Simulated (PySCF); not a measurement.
## Frontier levels across methods

Compound: CHF3S.
Numbering: `[F:1][C:2]([F:3])([F:4])[SH:5]` (hydrogens: H6 on S5)

Structure used (PBE0-D3(BJ)/def2-SVP), in Å, numbered top down from 1:
```
atom  x, y, z in Å
F1    -1.146    0.202    0.852
C2    -0.370    0.074   -0.220
F3    -0.052    1.301   -0.620
F4    -1.074   -0.512   -1.180
S5     1.091   -0.946    0.103
H6     1.551   -0.119    1.065
```

Basis pcSseg-2 throughout (PySCF), one geometry. Geometry: PBE0-D3(BJ)/def2-SVP; no solvent, vibrations or thermal averaging.

Q: How do the orbital energies, the gap and the dipole change with the method?

A: 
```json
{"method": "BLYP", "kind": "GGA", "HOMO (eV)": "-6.74", "LUMO (eV)": "-1.44", "gap (eV)": "5.30", "μ (D)": "1.34", "SCF cycles": "14"}
{"method": "B97-D", "kind": "GGA", "HOMO (eV)": "-6.85", "LUMO (eV)": "-1.41", "gap (eV)": "5.44", "μ (D)": "1.31", "SCF cycles": "14"}
{"method": "OPBE", "kind": "GGA", "HOMO (eV)": "-6.86", "LUMO (eV)": "-1.33", "gap (eV)": "5.53", "μ (D)": "1.25", "SCF cycles": "14"}
{"method": "PBE", "kind": "GGA", "HOMO (eV)": "-6.87", "LUMO (eV)": "-1.49", "gap (eV)": "5.38", "μ (D)": "1.31", "SCF cycles": "14"}
{"method": "BP86", "kind": "GGA", "HOMO (eV)": "-6.97", "LUMO (eV)": "-1.56", "gap (eV)": "5.41", "μ (D)": "1.31", "SCF cycles": "14"}
{"method": "KT2", "kind": "GGA", "HOMO (eV)": "-6.97", "LUMO (eV)": "-1.54", "gap (eV)": "5.43", "μ (D)": "1.36", "SCF cycles": "15"}
{"method": "KT3", "kind": "GGA", "HOMO (eV)": "-6.98", "LUMO (eV)": "-1.53", "gap (eV)": "5.45", "μ (D)": "1.33", "SCF cycles": "15"}
{"method": "LDA", "kind": "LDA", "HOMO (eV)": "-7.03", "LUMO (eV)": "-1.69", "gap (eV)": "5.34", "μ (D)": "1.41", "SCF cycles": "14"}
{"method": "B3LYP", "kind": "global hybrid", "HOMO (eV)": "-8.00", "LUMO (eV)": "-0.82", "gap (eV)": "7.18", "μ (D)": "1.46", "SCF cycles": "12"}
{"method": "PBE0", "kind": "global hybrid", "HOMO (eV)": "-8.24", "LUMO (eV)": "-0.52", "gap (eV)": "7.73", "μ (D)": "1.44", "SCF cycles": "13"}
{"method": "mPW1PW91", "kind": "global hybrid", "HOMO (eV)": "-8.27", "LUMO (eV)": "-0.53", "gap (eV)": "7.74", "μ (D)": "1.44", "SCF cycles": "12"}
{"method": "HF", "kind": "Hartree–Fock", "HOMO (eV)": "-11.38", "LUMO (eV)": "2.65", "gap (eV)": "14.03", "μ (D)": "1.68", "SCF cycles": "11"}
```

The HOMO spans 4.64 eV, from BLYP down to HF, and the gap runs from 5.30 eV (BLYP) to 14.03 eV (HF). Over the methods BLYP (0 %), B97-D (0 %), OPBE (0 %), PBE (0 %), BP86 (0 %), KT2 (0 %), KT3 (0 %), LDA (0 %), B3LYP (20 %), PBE0 (25 %), mPW1PW91 (25 %), HF (100 %), a straight line through the gap against the share of exact exchange rises by 0.87 eV for each 10 % (correlation coefficient 0.999). The dipole ranges from 1.25 D (OPBE) to 1.68 D (HF). This basis has no diffuse functions.

The vertical ΔSCF ionisation energy at B3LYP/def2-SVPD is 10.92 eV; −ε(HOMO) comes closest to it with HF (11.38 eV).
